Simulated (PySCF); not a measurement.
# Bond length, frequency and bond energy of NaMg⁻ by level of theory

State: ¹Σ⁺ (singlet), closed shell. Set-up: PySCF, spin-free X2C with a Gaussian nucleus, basis sets Na aug-cc-pVDZ-DK, Mg aug-cc-pVDZ-DK. De refers to Na⁻ + Mg in their ground configurations, without counterpoise correction. A positive dipole points towards Mg; it is taken about the centre of mass and depends on that origin.

```tsv
Level	Re (Å)	ωe (cm⁻¹)	De (eV)	μ (D)	CPU s a point (SCF and correlation, without the integrals)
RHF-MP2	3.898	69.8	n/a	n/a	0.2
RHF-SCS-MP2	3.989	62.6	0.165	n/a	n/a
RHF-CCSD	3.934	66.5	0.170	n/a	n/a
RHF-CCSD(T)	3.811	77.8	0.232	n/a	4.1
PBE	3.689	89.1	0.373	3.78	0.82
r²SCAN	3.711	89.6	0.355	4.05	1
PBE0	3.739	85.8	0.324	4.04	1.6
r²SCAN0	3.747	85.8	0.318	4.14	1.1
B97-3	3.740	83.7	0.272	4.29	0.68
M06-2X	3.768	78.8	0.243	5.21	1.1
CAM-B3LYP	3.894	66.4	0.165	5.14	1.4
```

Q: Which functional lies closest to RHF-CCSD(T) in De, which farthest, and by how much do they differ from it?

A: Closest is M06-2X (-4.3 pm in Re, +1.3 % in ωe, +0.01 eV in De against RHF-CCSD(T) in the same basis), farthest PBE (-12.2 pm in Re, +14.5 % in ωe, +0.14 eV in De). CCSD(T) converges more slowly with the basis than the functionals do and binds too weakly in this one, so the order can change at the basis-set limit.

Q: What does the step from GGA to meta-GGA do here, going from PBE to r²SCAN?

A: r²SCAN less PBE: +2.2 pm in Re, +0.6 % in ωe, -0.02 eV in De. 

Q: What does a quarter of exact exchange do here, going from r²SCAN to r²SCAN0?

A: r²SCAN0 less r²SCAN: +3.6 pm in Re, -4.2 % in ωe, -0.04 eV in De. Exact exchange removes part of the self-interaction that spreads semilocal densities, and in most molecules shortens and stiffens the bond and lowers De; here Re and ωe go the other way.

Correlated steps freeze 2 core orbitals. Closed-shell solutions of metal pairs were not tested for spin polarisation, which can lower them a little. The bond is weak. Basis-set superposition, not corrected here, can be much of De in a small basis, most of all at correlated wavefunction levels. For an ion De counts to the pair picked by the measured ionisation energies or electron affinities, which need not be the lowest pair at this level. The highest Kohn–Sham level is positive in this anion. Much of that is self-interaction error, but it also means that the finite basis helps to hold the extra electron. The CCSD T1 diagnostic is raised, a sign that a single reference may not be enough here.

The whole job (state search and all levels along the bond) took about 3.3 min on 1 thread of Oxide Virtual Turin-like (shared host), peak memory 0.69 GiB.
